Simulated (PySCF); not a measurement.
Gas-phase reaction: 2 NH₃ + 2 CH₃ = 2 CH₂NH + 3 H₂

Computed with PySCF and rigid-rotor harmonic-oscillator thermochemistry at 1 bar. † marks an energy on the PBE0/def2-TZVP geometry and frequencies; other levels use their own. CCSD(T) freezes the core. 6-31G* has spherical d functions here. Open shells (unrestricted): CH₃ (multiplicity 2); the rest are closed-shell singlets. B3LYP is the form with VWN-RPA correlation. CH₂NH: computed as isolated molecules; such fragments, hydroxides, amides, oligomers or adducts are transient or little studied in the gas. CCSD(T) isn't extrapolated to the basis-set limit.

ωB97M-V/def2-TZVP† gives ΔH°(298 K) = -30 kJ.

Problem. What do CCSD(T)/def2-TZVPP†, LDA/def2-TZVP†, B3LYP/6-31G* give?

Solution. CCSD(T)/def2-TZVPP†: -23 kJ; LDA/def2-TZVP†: -37 kJ; B3LYP/6-31G*: -63 kJ. For scale, ΔH°(298 K) is -30 kJ at this level, -24 kJ at ωB97X-V/def2-TZVP†, and runs from -163 to 100 kJ over the 20 levels computed.
